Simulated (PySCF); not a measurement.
The dipole of `P` (PH3) from its density and from atomic charges.

Coordinates (PBE0-D3(BJ)/def2-SVP, Å) and charges (e) from the PBE0/pcSseg-1 density (PySCF):

| atom | x | y | z | Mulliken | IAO | Hirshfeld | ESP-fitted |
| --- | --- | --- | --- | --- | --- | --- | --- |
| P1 | 0.028 | -0.030 | 0.567 | -0.1136 | +0.0173 | +0.0311 | -0.2648 |
| H2 | -0.481 | 1.067 | -0.194 | +0.0379 | -0.0058 | -0.0103 | +0.0872 |
| H3 | 1.217 | -0.121 | -0.221 | +0.0379 | -0.0058 | -0.0103 | +0.0891 |
| H4 | -0.661 | -0.997 | -0.228 | +0.0379 | -0.0058 | -0.0103 | +0.0885 |

Task: Form Σ q r in debye for every column and set it beside the full dipole.

Result: The full density gives (0.00, 0.02, -0.98) D, 0.98 D in size; dipole vectors point from the negative to the positive end.

```
    scheme    μx    μy     μz  size (D)  share of the full size (%)  angle to the full dipole (°)
  Mulliken  0.00  0.01  -0.43      0.43                          43                             0
       IAO  0.00  0.00   0.07      0.07                           7                           180
 Hirshfeld  0.00  0.00   0.12      0.12                          12                           180
ESP-fitted  0.00  0.01  -0.99      0.99                         101                             1
```

Task: Which set comes closest?

Result: Length of the difference vector: ESP-fitted 0.01 D, Mulliken 0.56 D, IAO 1.05 D, Hirshfeld 1.10 D. Closest: ESP-fitted. ESP charges are fitted to the potential around the molecule, whose slowest-falling term is the dipole's. The schemes that divide the density aren't constrained to reproduce the dipole.

Task: What is left for the Hirshfeld atoms' own dipoles?

Result: The Hirshfeld atoms' densities add up to the full density, so μ = Σ q r + Σ (atomic dipoles). The atomic dipoles sum to (0.00, 0.02, -0.98) − (0.00, 0.00, 0.12) = (0.00, 0.02, -1.10) D, 1.10 D in size.

Task: With the origin at the mean of the coordinates, (0.026, -0.020, -0.019) Å, which are the largest single terms, by size, of the ESP-fitted dipole along the direction of the full one?

Result: P1 +0.75, H3 +0.08, H4 +0.08, H2 +0.08 D; all 4 atoms together +0.99 D. The single terms depend on the origin, their sum doesn't.

Task: Give the size of the full dipole in other units.

Result: 0.98 D = 0.387 au = 0.205 e·Å = 3.28 × 10⁻³⁰ C·m.

Geometry: PBE0-D3(BJ)/def2-SVP; no solvent, vibrations or thermal averaging.
